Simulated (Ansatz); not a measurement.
Born–Oppenheimer molecular dynamics of BH₄NO (7 atoms, charge 0, multiplicity 1). It starts from a relaxed structure.

These are results of RKS BHLYP-D4/def2-mTZVP (Ansatz), not measurements.

* ensemble: NVT, Nosé–Hoover chain
* time step: 0.5 fs
* steps asked: 166
* set temperature: 200 K
* thermostat: time constant 20 fs, chain length 3
* seed: 736497

First frame:

```xyz
7
Properties=species:S:1:pos:R:3
B 0.058 0.069 -0.004
O -0.012 -0.514 1.229
H -0.863 -0.424 1.645
N 1.255 0.004 -0.713
H 2.071 -0.452 -0.356
H 1.375 0.409 -1.617
H -0.880 0.626 -0.476
```

(1) How far do the bonds stretch over the last three quarters of this one trajectory? (Pairs bonded in most of those frames.)

## Answers

(1) 
```json
{"bond": "B1–O2", "mean (Å)": "1.364", "spread (Å)": "0.010", "shortest": "1.35", "longest": "1.38"}
{"bond": "B1–N4", "mean (Å)": "1.393", "spread (Å)": "0.021", "shortest": "1.36", "longest": "1.44"}
{"bond": "B1–H7", "mean (Å)": "1.190", "spread (Å)": "0.004", "shortest": "1.18", "longest": "1.20"}
{"bond": "O2–H3", "mean (Å)": "0.953", "spread (Å)": "0.015", "shortest": "0.93", "longest": "0.98"}
{"bond": "N4–H5", "mean (Å)": "1.003", "spread (Å)": "0.014", "shortest": "0.97", "longest": "1.03"}
{"bond": "N4–H6", "mean (Å)": "1.000", "spread (Å)": "0.018", "shortest": "0.97", "longest": "1.03"}
```

Mean temperature of the second half: 209 K. The conserved energy stayed within 0.25 meV per atom of its start (net change 0.21 meV per atom), so the integration is sound. A run of 0.083 ps of so small a system gives no equilibrium averages.

Run time: 5.2 min on 1 thread of Arm Neoverse V1 (shared host), peak memory 0.12 GiB.
